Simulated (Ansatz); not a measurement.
input.yaml (Ansatz)

```yaml
crystal:
  lattice:
    - [0.0, 2.6506882582, 2.6506882582]
    - [2.6506882582, 0.0, 2.6506882582]
    - [2.6506882582, 2.6506882582, 0.0]
  atoms:
    - { symbol: Yb, position: [0.0, 0.0, 0.0], spin: 1.0 }
hamiltonian:
  xc: blyp
  pseudopotentials:
    kind: paw
    azcp:
      Yb: "pseudopotentials/Yb.paw.azcp"
basis:
  ecutwfc: 420
  fft_grid_basis: typed
kpoints:
  mp_grid: { grid: [17, 17, 17], shift: [0, 0, 0] }
magnetization:
  spin_polarized: true
scf:
  occupations: { method: fermi_dirac, width: 0.05 }
```

Output

```
Warning: where an SCF of this run starts from atoms to list the orders of its open shells, Yb (site 0, from 0) starts with 0.44 μB on its 4f shell and 0.44 μB on its 5d shell, in the place of the 1.00 μB that the deck gives it: its open shells can hold no more by Hund's first rule. To start from spheres of the given moment, type scf.initial_density.shell_occupations: []
Engine: ansatz 0.2.0, aarch64-unknown-linux-gnu
Pseudopotentials: kind: paw
Pseudopotential: Yb, paw, valence charge 24, recommended cutoff 420 eV (normal) 
Functional definition: BLYP
  parameter beta = 0.0042
  parameter a = 0.04918
  parameter b = 0.132
  parameter c = 0.2533
  parameter d = 0.349
  exchange = b88_x(beta = beta)
  correlation = lyp_c(a = a, b = b, c = c, d = d)
Crystal: 1 atoms, lattice volume = 37.248 Å³
Basis set: ecut = 420 eV, 725 PW (Γ), exchange–correlation on 54×54×54 points (8 copies of the dense FFT grid, shifted against one another)
Bands: 17, of which v1, the nominal top of the filled ones, is band 12 counted from 1 (11 counted from 0)
Symmetry: 48 space group operations
Space group: Fm-3m (ITA 225), of the structure as read, at distance tolerance 3.3e-5 Å
Magnetic group: BNS 225.116 (UNI 1618), of the structure as read, at distance tolerance 3.3e-5 Å
k-points: 165 of 4913
Non-local potential: Yb, projectors of the file, l = 0: 3, l = 1: 2, l = 2: 2, l = 3: 3
PAW form: soft (Blöchl's): semilocal exchange-correlation on the pseudo side does not see the compensation charge
PAW frozen core: Yb, regenerated for the run's functional, and the local potential with it (the file was generated under x = pbe(κ = 0.804, μ = 0.2195149727645171), c = pbe(β = 0.06672455060314922))
PAW one-centre angular grid: Yb, 590 points (default); XC on 64 Gauss nodes
Initial density: superposition of atomic densities (chi_scale 0.1, normalization cell)
Starting moments: Σ|m| = 1 μB on 1 of 1 site
Initial wavefunctions: pseudopotential atomic-orbital guess
Functional: x = b88, c = lyp
iter 1 solved again at ethr=1.42e-4 eV; its pass at ethr=3.10e-3 eV (dr2=3.40e-2 eV) is discarded
SCF iter   1: F=—  HF=-13818.203227 eV  |F-HF|=—  |Δ(HF+E_count)|=         —  Δρ=3.38e-2 (↑3.38e-2 ↓2.51e-2)  dr2=3.49e-2  dr2_m=2.94e-1  M=0.242 μB ∫|m|=0.242 μB  β_m=0.30  ethr=1.42e-4  ⟨swp⟩=2.0  Hψ=38260  notcnv=0
...
SCF iter  11: F=—  HF=-13818.330248 eV  |F-HF|=—  |Δ(HF+E_count)|=   2.98e-9  Δρ=2.04e-5 (↑1.92e-5 ↓2.04e-5)  dr2=4.76e-7  dr2_m=5.18e-10  M=0.000 μB ∫|m|=0.000 μB  β_m=1.00  ethr=5.08e-9  ⟨swp⟩=3.1  Hψ=11770  notcnv=0  defer=47
SCF iter  12: F=—  HF=-13818.330249 eV  |F-HF|=—  |Δ(HF+E_count)|=   1.06e-6  Δρ=9.58e-6 (↑5.91e-6 ↓9.58e-6)  dr2=7.25e-8  dr2_m=1.29e-9  M=0.000 μB ∫|m|=0.000 μB  β_m=1.00  ethr=1.98e-9  ⟨swp⟩=2.0  Hψ=9907  notcnv=0  defer=47
iter 13 did not close the SCF: its close was put off for a magnetic moment that had not settled (scf_convergence_deferred on its scf_iter line)
SCF iter  13: F=-13818.330249 eV  HF=-13818.330249 eV  |F-HF|=9.63e-8  |Δ(HF+E_count)|=   1.77e-7  Δρ=9.06e-6 (↑7.43e-6 ↓9.06e-6)  dr2=8.32e-8  dr2_m=2.29e-10  M=-0.000 μB ∫|m|=0.000 μB  β_m=1.00  ethr=3.02e-10  ⟨swp⟩=1.7  Hψ=20593  notcnv=0
iter 14 did not close the SCF: its close was put off for a magnetic moment that had not settled (scf_convergence_deferred on its scf_iter line)
SCF iter  14: F=-13818.330249 eV  HF=-13818.330249 eV  |F-HF|=4.49e-9  |Δ(HF+E_count)|=   7.15e-9  Δρ=1.96e-6 (↑1.96e-6 ↓1.31e-6)  dr2=3.34e-9  dr2_m=3.74e-11  M=-0.000 μB ∫|m|=0.000 μB  β_m=1.00  ethr=3.02e-10  ⟨swp⟩=1.4  Hψ=14523  notcnv=0
SCF iter  15: F=-13818.330249 eV  HF=-13818.330249 eV  |F-HF|=6.38e-9  |Δ(HF+E_count)|=  1.93e-10  Δρ=2.09e-6 (↑1.87e-6 ↓2.09e-6)  dr2=4.91e-9  dr2_m=4.23e-12  M=-0.000 μB ∫|m|=0.000 μB  ethr=1.39e-11  ⟨swp⟩=1.8  Hψ=14853  notcnv=0
SCF 1 converged in 15 iterations: F = -13818.330249 eV  dr2 = 4.91e-9
WARN: the starting moments were not kept: the SCF closed with an absolute magnetisation of 6.6e-7 μB, where they sum to 1 μB in size (1 site). That is at most 0.1 of that sum. Measured as dr2_m measures the in/out step, that magnetisation stands 3.0e-13 eV from none, at or under the dr2_threshold of 1.0e-7 eV: it is no larger than a step whose dr2_m would equal this threshold. The system may hold no moment; this SCF shows only that its start led to no more than that. To try another start: raise the starting moments (crystal.atoms[].spin, magnetization.per_species, magnetization.initial_magnetization, or on a non-collinear deck that types none of these the spinor_matrix: blocks that start its atoms; where the total moment is fixed, keep their sum and leave initial_magnetization as it is; typed ones take the place of any that the run laid by itself, positive ones on a crystal's lanthanoids without a Hubbard term where scf.initial_density.shell_occupations: [] is typed) or, if the notice of its spin-set hold's release reads "site moments contracting" or "site moments show no strong build", lengthen the hold (scf.mixing.spin_hold: { on: { confirm: 4 } }; for m-r²SCAN on two components see the key's manual first). Each may lead to a state that holds a moment. A second SCF, from the converged charge density, with the starting moments and any scf.initial_density.shell_occupations laid on it anew, would have followed, and was not run: the deck does not ask for one (magnetization.retry_lost_moments is false, the default). To let it run, set magnetization.retry_lost_moments: true and run the deck again, where that key's refused combinations let it; where memory then withholds it, that run's warning says so.
SCF converged after 15 iterations
Magnetization: -0.0000 μB (12.0000 up, 12.0000 down)
Absolute magnetization: 0.0000 μB (∫|ρ↑−ρ↓|, with the PAW one-centre terms)
Spin contamination: 0.0000 ħ² per cell (⟨S²⟩ above its minimum at these occupations)
Per-site moments (μB) at R_I (Å): [(-2.0003889099753607e-7, 1.546313704802442)]
Free energy (F): -13818.330249 eV
Harris-Foulkes:  -13818.330249 eV  (|F-HF|=6.38e-9)
Internal energy: -13818.320300 eV  (E = F + TS)
E sigma→0 (E₀):  -13818.325275 eV
Entropy (-TS):   -0.009949 eV (-9.949 meV/atom)
Fermi energy:    10.722532 eV
--- Per-component energies (eV) ---
  E_band       = -0.687560
  E_kinetic    = 352.876915
  E_local      = -6361.026317  (includes V_loc(G=0)·N_el)
  E_nonlocal   = 548.521874
  E_hartree    = 2769.434555
  E_xc         = -159.903040
  E_vxc        = -198.820794  (∫ρ·V_xc dr)
  E_paw        = -7381.649043  (= ΣΔE_a)
  E_vpaw       = 118.884273  (= ΣTr[D̂ρ^β])
  E_aug_tail   = 0.000003  (compensation charges beyond the density's cutoff)
  E_ewald      = -3586.591484
  E_core_change = 0.016237  (= ΣΔE_core)
  E_smearing   = -0.009949  (= −TS)
  E_closure    = -0.000000  (closes the sum)
  Σ components = -13818.330249   (vs F -13818.330249, Δ=0.00e0)
```
